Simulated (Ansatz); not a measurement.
We consider hcp Os, described by LDA (plane waves, PAW; Ansatz, a first-principles code).

Numerical settings: plane-wave cutoff 520 eV, 30×30×16 k mesh (along the axes of the cell as run), Fermi–Dirac smearing 0.07 eV (set by the program), no spin polarisation, scalar-relativistic PAW data made under PBE.

Cell (measured lattice):

```cif
data_Os2
_chemical_formula_sum 'Os2'
_space_group_name_H-M_alt 'P63/mmc'
_space_group_IT_number 194
_space_group_name_Hall '-P 6c 2c'
_cell_length_a 2.73420
_cell_length_b 2.73420
_cell_length_c 4.31990
_cell_angle_alpha 90.000
_cell_angle_beta 90.000
_cell_angle_gamma 120.000
loop_
_atom_site_label
_atom_site_type_symbol
_atom_site_symmetry_multiplicity
_atom_site_Wyckoff_symbol
_atom_site_fract_x
_atom_site_fract_y
_atom_site_fract_z
_atom_site_occupancy
Os1 Os 2 c 0.33333 0.66667 0.25000 1
```

### Question
Predict the elastic constant C44, elastic constant C33, elastic constant C12, elastic constant C66, Young modulus, elastic constant C11 and elastic constant C13.

### Answer

elastic constant C44: 266 GPa
elastic constant C33: 839 GPa
elastic constant C12: 223 GPa
elastic constant C66: 264 GPa
Young modulus: 665 GPa
elastic constant C11: 751 GPa
elastic constant C13: 218 GPa

Measured, for comparison: elastic constant C44 269 GPa, elastic constant C33 843 GPa, elastic constant C12 228 GPa, elastic constant C11 763 GPa, elastic constant C13 218 GPa (0 K, extrapolated to 0 K (read from the set's bulk modulus against, 405 at 300 K); as tabulated in Liu et al. (2023), arXiv:2002.00005). Computed (rounded) less measured: elastic constant C44 -1 %, elastic constant C33 -0.5 %, elastic constant C12 -2 %, elastic constant C11 -2 %, elastic constant C13 0.0 %.

Note: the cell isn't this level's own, so it is under some stress, which shifts stiffness and frequencies.

Elastic constants are with the ions relaxed.

Spin–orbit coupling is not included.

The result took roughly 40 core-minutes.
